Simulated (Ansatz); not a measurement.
Consider the isomerisation: `CC(N)C=N` → `C=C(N)CN`.

Gas-phase electronic energies from Ansatz, PBE0-D4/def2-TZVP geometries. CCSD(T)/CBS is the MP2 limit (def2-TZVPP, def2-QZVPP) plus CCSD(T) − MP2 in def2-TZVPP, frozen cores. DFT in def2-TZVPP. Each species was taken in one conformer, which may not be the lowest.

```csv
level,ΔE (kJ/mol),difference from CCSD(T)/CBS
PBE-D4,-13.2,-9.8
revPBE-D4,-9.6,-6.2
B97M-V,-6.9,-3.5
r2SCAN0-D4,-12.6,-9.2
BHLYP-D4,-9.0,-5.6
CAM-B3LYP,-9.8,-6.4
MP2/def2-TZVPP,-4.3,-0.9
HF/def2-QZVPP,0.5,3.9
MP2/def2-QZVPP,-6.6,-3.2
SCS-MP2/def2-QZVPP,-1.2,2.2
CCSD(T)/CBS,-3.4,0
```

Largest T1 diagnostic among the species: 0.011.

Leaving LDA and LC-ωPBE aside and taking each functional with its dispersion term where it has one, the values, not all of them listed here, spread over 9.9 kJ/mol, from PBE-D4 to ωB97X-V. LDA lies −13.8 kJ/mol from PBE without D4. At CCSD(T), def2-SVP lies +12.5 kJ/mol from the extrapolated value and def2-TZVPP +3.9 kJ/mol.

CCSD(T)/CBS has its own doubt, a few kJ/mol and more with outer-core shells, so smaller differences from it don't rank the levels.
